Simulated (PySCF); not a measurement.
# H6NPSi: the cost of one run

The runs use PySCF 2.14.0, with density-fitted response routines of our own; the level of theory stands in each step. All values are computed, except where a source is named. Atoms are numbered from 0 throughout.

## Step 1: The starting structure

9 atoms, charge 0, multiplicity 1; geometry from: PBE0-D3(BJ)/def2-SVP.

Bonds of the start (Å): N0–Si1 1.73, Si1–P2 2.26, N0–H3 1.01, N0–H4 1.01, Si1–H5 1.49, Si1–H6 1.50, P2–H7 1.43, P2–H8 1.43.

## Step 2: Nuclear shieldings: HF/pcSseg-2

What the job is given:

```
{"job": {"kind": "nmr", "xc": "HF", "basis": "pcSseg-2", "pop": false}, "charge": 0, "multiplicity": 1}
N     -1.422189     0.708969    -0.167298
Si    -0.215721    -0.402677     0.381843
P      1.630527    -0.002703    -0.861301
H     -1.637389     0.762953    -1.156875
H     -2.254376     0.862408     0.391347
H     -0.048003    -0.168931     1.848551
H     -0.500974    -1.867066     0.193201
H      2.413289    -0.988794    -0.185535
H      2.092819     1.078334    -0.051438
```

Level: GIAO HF/pcSseg-2 NMR shielding, non-relativistic, gas phase.

Started as:

```console
$ OMP_NUM_THREADS=1 python probes_run.py task.json out
```

One launch serves the whole session: the jobs run in the order shown.

**Question.** How long does this first job take on 1 thread of Arm Neoverse V1, shared host, and how much memory does it need?

About 9.2 s, with a peak of 0.87 GiB.
